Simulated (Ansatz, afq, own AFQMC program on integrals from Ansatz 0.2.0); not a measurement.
AFQMC on a folder of integrals that Ansatz 0.2.0 wrote.

```yaml
crystal:
  periodic: [false, false, false]
  atoms:
    - {symbol: B, position_ang: [0.000000, 0.000000, 0.000000]}
    - {symbol: O, position_ang: [0.000000, 0.000000, 1.200581]}
basis:
  gaussian: {orbitals: 6-31G}
total_charge: 1
magnetization: {spin_polarized: true, initial_magnetization: 0}
correlation: {method: ccsd_t, electrons: outside_noble_gas, hamiltonian_folder: ham}
```

```sh
$ ansatz run in.yaml --threads 1 --pin off --events-out ev --progress --plain --max-ram 1843MiB
```

Options of the walk:

```
--method phaseless --trial cisd --walkers 40 --populations 1 --least-time 40 --time-step 0.01 --steps-per-block 25 --equilibration-blocks 12 --max-blocks 240 --target-error 0.00068 --factor-cut 1e-05 --start determinant --seed 2339 --taylor-order 6
```

Times are imaginary, in 1/Eh. The walk had a cap of 108 s.

Output of the walk:

```
orbitals 16  electrons 4 4  factors 92 of 201
reference energy -98.98083035 Eh
CCSD correlation -0.19850527 Eh in 12 cycles, weight of the determinant in the CISD state 0.8615
energy of the start -99.179336 Eh
 block  time / (1/Eh)  mean weight  energy / Eh
     1     0.250  0.9958  -99.177942
     2     0.500  1.0028  -99.182723
     3     0.750  1.0001  -99.182524
     4     1.000  1.0006  -99.182458
     5     1.250  0.9997  -99.184782
     7     1.750  1.0005  -99.186719
     9     2.250  1.0018  -99.184286
    13     3.250  0.9998  -99.181605
    25     6.250  1.0026  -99.189645
    37     9.250  0.9971  -99.215903
    49    12.250  1.0006  -99.185389
    61    15.250  0.9985  -99.195884
    73    18.250  0.9996  -99.198634
    85    21.250  1.0021  -99.206719
    97    24.250  1.0024  -99.171538
   109    27.250  0.9932  -99.187494
   121    30.250  0.9966  -99.200799
   133    33.250  0.9988  -99.169467
   145    36.250  1.0023  -99.197996
   157    39.250  0.9933  -99.163757
   169    42.250  0.9943  -99.199227
   175    43.750  0.9925  -99.225478
   181    45.250  0.9977  -99.201292
   193    48.250  0.9952  -99.183228
   205    51.250  1.0016  -99.179921
   217    54.250  0.9940  -99.153406
   229    57.250  0.9997  -99.182084
   241    60.250  1.0062  -99.220707
   247    61.750  0.9964  -99.199539
blocks merged  error / Eh  count
     1  0.001292  240
     2  0.001567  120
     4  0.001612  60
     8  0.001776  30
    16  0.001951  15
energy -99.192248 +/- 0.001776 Eh
(rows thinned)
```

The run passed its tests (sampling time, drift between the halves within three errors, error under three times the target), which doesn't prove that it has relaxed.

Against this walk (error 48.3 meV) on the same determinant: CCSD(T) 46.4 meV higher (within the noise), CCSDT(Q) 51.5 meV lower (within the noise), CCSDTQ 20.6 meV lower (within the noise), full CI (a separate run on its own orbitals, whose frozen core shifts it by up to a few meV) 11.7 meV lower (within the noise), a separate phaseless walk with a CISD trial and standard settings 58.2 ± 52.9 meV higher (within the noise). The error is statistical and leaves out the bias of the constraint. The determinant is a poor start (see the cautions), so the low cluster orders aren't to be relied on, and full CI is the sure value.

Cautions: constraint bias not in the error; error above the target (48.3 against 18.5 meV); higher spins were not checked; an unrestricted solution with more broken spin lies lower (1.21 eV, ⟨S²⟩ 1.03), while this determinant keeps restricted orbitals; strong correlation (T1 0.062, weight of the determinant 0.86, largest double 0.10); full CI with its own frozen core; the bias of populations of 40 walkers isn't removed; the time-step error isn't removed.

The walk took 12 s on 1 thread of Intel Xeon Platinum 8488C, on a shared host. The log's last line is the phaseless energy.

CCSDT and higher add their correlation energy to the determinant of the CCSD(T) run, since their own runs factorise the integrals more tightly (a shift of under 2 meV). A walk keeps the symmetry of its determinant, which the program's search chose and which needn't be the lowest solution, so a lower state of the same spin and another symmetry isn't excluded.
